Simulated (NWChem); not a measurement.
# Total energies of methane (CH4)

```xyz
5

C      0.0000     0.0000     0.0000
H      0.0000     0.8966     0.6340
H      0.0000    -0.8966     0.6340
H     -0.8966     0.0000    -0.6340
H      0.8966     0.0000    -0.6340
```
Charge 0, spin multiplicity 1.

All runs are NWChem calculations. Structure: optimised with PBE0/def2-SVP, a minimum by its harmonic frequencies.

Basis set: cc-pVTZ (86 functions).

```json
[
 {"method": "RHF", "total energy (Ha)": "-40.21280"},
 {"method": "MP2", "total energy (Ha)": "-40.41126"},
 {"method": "B2PLYP", "total energy (Ha)": "-40.48605"},
 {"method": "PBE", "total energy (Ha)": "-40.46339"},
 {"method": "B3LYP", "total energy (Ha)": "-40.53800"},
 {"method": "BHandHLYP", "total energy (Ha)": "-40.50105"},
 {"method": "CCSD(T)", "total energy (Ha)": "-40.43790"}
]
```

Total energies of different functionals aren't comparable as a measure of quality: only differences taken within one method are. 

The correlated methods keep 1 core orbital frozen. B3LYP has NWChem's definition, with VWN1-RPA local correlation. No row is a measurement; the coupled-cluster row has its own basis-set and correlation limits.
